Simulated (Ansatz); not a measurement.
Basis-set extrapolation for C₆H₆ (`C12C3C1C1C2C31`) (PBE0-D4/def2-TZVP geometry, frozen core, Ansatz). Multiplicity 1, RHF reference.

|  | def2-TZVPP | def2-QZVPP |
| --- | --- | --- |
| HF | -230.583186 | -230.592863 |
| MP2 correlation | -0.966347 | -1.026035 |
| CCSD(T) correlation | -1.043208 | not run |

Energies in hartree. Use E(X) = E(∞) + A·exp(−7.88·√X) for Hartree–Fock and E(X) = E(∞) + B·X^(−2.97) for correlation, with X = 3 and 4, and add CCSD(T) minus MP2 of the smaller set to the MP2 limit.

Q: What is the CCSD(T) energy at the basis-set limit?

A: HF limit: -230.592863 + (-0.009677) × 0.13774 = -230.59420. MP2 limit: -1.026035 + (-0.059688) × 0.74074 = -1.07025. Higher-order term: -1.043208 − (-0.966347) = -0.07686. Total: -231.74131 hartree, 3.13 eV below CCSD(T)/def2-TZVPP.
